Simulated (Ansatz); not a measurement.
# Tin, beta-Sn (white tin): convergence with the plane-wave cutoff

Computed with Ansatz, LDA, scalar-relativistic PAW, on the relaxed cell (a = 5.799 Å, c = 3.116 Å (c/a = 0.537); spin not included). Errors count from a run at 420 eV on a Γ-centred 19×19×13 mesh with Fermi-Dirac smearing of 0.1 eV, extrapolated to zero width. Fixed here: mesh 11×11×8, Fermi-Dirac width 0.1 eV. The pressure holds a Pulay correction and is unreliable far below the recommended cutoff. The SCF starts from atomic densities corrected by a trained network.

```tsv
cutoff (eV)	E(σ→0) error (meV/atom)	P (GPa)	SCF iterations
150	39736.1	3.39	7
200	5012.0	1.37	7
250	504.9	0.77	6
300	30.5	0.12	7
350	-1.1	0.02	7
420	-3.2	0.00	7
500	-3.8	-0.01	7
800	-4.3	-0.01	7
```

Q: What does the run at 600 give (cutoff)?

A: E(σ→0) error (meV/atom): -4.1; P (GPa): -0.01; SCF iterations: 7.

Within 5 meV/atom of the last row: from 350 eV on.
